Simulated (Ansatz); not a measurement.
```yaml
crystal:
  periodic: [false, false, false]
  atoms:
    - {symbol: C, position_ang: [-1.463229, -0.808853, 0.190915]}
    - {symbol: C, position_ang: [0.036671, -0.563855, -0.286525]}
    - {symbol: C, position_ang: [0.586144, 0.863289, 0.202265]}
    - {symbol: C, position_ang: [2.022908, 1.123560, -0.241697]}
    - {symbol: N, position_ang: [3.159599, 1.307519, -0.603840]}
    - {symbol: H, position_ang: [-1.844882, -1.829736, -0.163171]}
    - {symbol: H, position_ang: [-2.170426, -0.007455, -0.228166]}
    - {symbol: H, position_ang: [-1.545855, -0.783356, 1.335694]}
    - {symbol: H, position_ang: [0.725157, -1.387394, 0.120120]}
    - {symbol: H, position_ang: [0.105687, -0.617620, -1.431048]}
    - {symbol: H, position_ang: [-0.075791, 1.708891, -0.207505]}
    - {symbol: H, position_ang: [0.544867, 0.936945, 1.348555]}
basis:
  gaussian: {orbitals: x2c-TZVPPall, point_charges: [{charge: 1.00, position_ang: [7.732, -0.020, -0.314]}]}
total_charge: -1
magnetization: {spin_polarized: true, initial_magnetization: 2}
hamiltonian: {xc: {name: PBE0-DH}}
output: {forces: true}
```

```sh
$ ansatz run in.yaml --threads 4 --pin off --events-out ev --progress --plain --max-ram 10444MiB
```

(1) How does Ansatz answer? (An estimate is asked.)

Results:

(1) Computed: The program refused the input.
```
Error: a molecule whose nuclei and cores have a total charge of 38 cannot have a net charge of -1 together with 2 unpaired electrons
```
